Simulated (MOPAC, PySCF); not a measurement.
Breaking a bond: SMILES CS. The S2–H6 bond (S2 also carries C; H6 carries nothing else) is stretched with both fragments frozen at the PBE0/def2-TZVP optimised geometry.

UHF/3-21G = unrestricted Hartree-Fock/3-21G (PySCF 2.14.0); RHF/3-21G = restricted Hartree-Fock/3-21G (PySCF 2.14.0); RHF/STO-3G = PySCF with restricted Hartree-Fock/STO-3G; AM1, restricted, heats of formation (MOPAC).

Energies are in eV, each relative to the lowest point of its own curve near equilibrium.

| R / Å | UHF/3-21G | RHF/3-21G | RHF/STO-3G | AM1 |
|---|---|---|---|---|
| 1.01 | 2.923 | 2.923 | 3.326 | 1.256 |
| 1.07 | 1.740 | 1.740 | 1.979 | 0.715 |
| 1.15 | 0.753 | 0.753 | 0.831 | 0.281 |
| 1.21 | 0.329 | 0.329 | 0.336 | 0.105 |
| 1.27 | 0.097 | 0.097 | 0.076 | 0.018 |
| 1.30 | 0.036 | 0.036 | 0.017 | 0.001 |
| 1.34 | 0.000 | 0.000 | 0.000 | 0.000 |
| 1.39 | 0.014 | 0.014 | 0.060 | 0.031 |
| 1.41 | 0.035 | 0.035 | 0.106 | 0.052 |
| 1.47 | 0.136 | 0.136 | 0.305 | 0.145 |
| 1.57 | 0.403 | 0.403 | 0.791 | 0.387 |
| 1.64 | 0.636 | 0.636 | 1.210 | 0.616 |
| 1.80 | 1.242 | 1.249 | 2.298 | 1.284 |
| 2.02 | 1.789 | 2.163 | 3.874 | 2.352 |
| 2.20 | 2.014 | 2.905 | 5.094 | 3.196 |
| 2.39 | 2.145 | 3.641 | 6.243 | 4.007 |
| 2.71 | 2.249 | 4.730 | 7.801 | 5.137 |
| 2.97 | 2.286 | 5.466 | 8.734 | 5.825 |
| 3.31 | 2.308 | 6.245 | 9.590 | 6.469 |
| 3.62 | 2.317 | 6.799 | 10.105 | 6.874 |
| 4.07 | 2.322 | 7.386 | 10.568 | 7.266 |

At the longest distance, 4.07 Å, RHF/STO-3G lies highest above its minimum (10.568 eV) and UHF/3-21G lowest (2.322 eV).

The unrestricted determinant behind UHF/3-21G is spin-contaminated at 1.80 to 4.07 Å (<S²> up to 1.0, against 0.00 for a pure singlet). The restricted form behind RHF/3-21G, RHF/STO-3G, AM1 keeps the bonding electrons paired and can't separate into open-shell fragments.
